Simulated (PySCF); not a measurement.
Results of a calculation; reference values are marked as such.
# CH5OSi

CH5OSi is a small molecule (built as: Si site whose three back bonds go to CH3, OH, H), neutral, doublet. The structure, one conformer, was relaxed in the gas phase by PBE0-D3(BJ)/def2-SVP. No frequency run checks that it is a minimum.

SMILES: C[SiH]O

Coordinates in Å:
```
Si1     0.510    0.759   -0.372
C2     -1.071   -0.224   -0.098
O3      1.853   -0.230   -0.477
H4      0.668    1.770    0.732
H5     -1.245   -0.939   -0.916
H6     -1.022   -0.790    0.848
H7     -1.936    0.455   -0.041
H8      2.018   -0.854    0.237
```

EPR values by unrestricted B3LYP, IGLO-III on C O Si, pcH-1 on H.

Task: Predict g and the largest hyperfine couplings. Where does the spin sit?

Result: g = 2.0011, 2.0021, 2.0036. The spin sits on Si1 (89 %, bonded to 1 C + 1 O + 1 H) by Mulliken populations.
```csv
atom,isotope,isotropic (MHz),"dipolar, principal values (MHz)"
Si1,29Si,-673.0,"-156.7, 77.7, 79.0"
H4,1H,115.5,"-8.1, -0.1, 8.2"
O3,17O,-78.0,"-6.8, 3.0, 3.8"
H8,1H,57.9,"-3.7, -2.5, 6.2"
H6,1H,57.7,"-4.3, 0.1, 4.2"
C2,13C,41.5,"-5.5, -4.8, 10.3"
```

Task: How do the isotropic couplings move with BHandHLYP?

Result: Si1 -673.0 to -701.5 MHz, H4 115.5 to 116.0 MHz, O3 -78.0 to -74.5 MHz, H8 57.9 to 55.5 MHz.
